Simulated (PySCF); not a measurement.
Molecule: `InChI=1S/C5H9F/c1-4(2)5(3)6/h1-3H3`.

Cartesian coordinates in Å; atom numbers follow the order of the lines, from 1:
```xyz
15

C    -1.821   -0.637   -0.176
C    -0.458   -0.029   -0.028
C    -0.436    1.467    0.068
C     0.646   -0.766    0.002
C     2.074   -0.345    0.119
F     0.531   -2.126   -0.079
H    -2.335   -0.193   -1.028
H    -1.762   -1.712   -0.322
H    -2.417   -0.440    0.715
H    -1.222    1.801    0.743
H     0.513    1.844    0.434
H    -0.633    1.906   -0.910
H     2.690   -1.047   -0.441
H     2.226    0.653   -0.278
H     2.400   -0.368    1.160
```

Frames of a GFN2-xTB Langevin trajectory at 300 K; GIAO PBE0/pcSseg-1 shieldings in PySCF 2.14.0 with density-fitted response routines, gas phase, non-relativistic; equivalent atoms averaged within each frame.

References, each an isolated molecule treated in the same way: 13C (σref 186.93), 1H (σref 31.72) vs TMS; 19F (σref 170.95) against CFCl3. The references are static minima.

Problem. How do the shifts (ppm) fluctuate along the trajectory?

Solution. 
| time (fs) | C4 | C2 | C3 | C5 | C1 | F6 | H7/H8/H9 | H13/H14/H15 | H10/H11/H12 |
| --- | --- | --- | --- | --- | --- | --- | --- | --- | --- |
| optimised geometry | 160.3 | 114.8 | 19.8 | 17.1 | 18.0 | -103.1 | 1.77 | 2.09 | 1.65 |
| 250 | 164.3 | 113.6 | 20.9 | 18.7 | 18.3 | -91.2 | 1.83 | 1.78 | 1.40 |
| 425 | 162.0 | 121.0 | 21.5 | 13.3 | 14.4 | -104.5 | 1.23 | 1.63 | 1.40 |
| 625 | 158.6 | 113.5 | 18.0 | 11.8 | 15.0 | -100.1 | 1.24 | 1.08 | 1.34 |
| 800 | 159.1 | 105.6 | 22.5 | 18.6 | 23.4 | -104.2 | 2.78 | 2.46 | 2.30 |
| 1000 | 164.0 | 118.7 | 23.7 | 14.8 | 14.9 | -89.8 | 1.17 | 2.05 | 1.92 |
| mean of frames | 161.6 | 114.5 | 21.3 | 15.4 | 17.2 | -97.9 | 1.65 | 1.80 | 1.67 |
| standard deviation | 2.7 | 5.9 | 2.1 | 3.1 | 3.8 | 7.0 | 0.68 | 0.51 | 0.42 |

5 frames give an uncertainty of the mean of about the standard deviation over 2.2 at best, since frames this close in time may not be independent; classical motion lacks zero-point vibration, and the reference would need the same averaging.
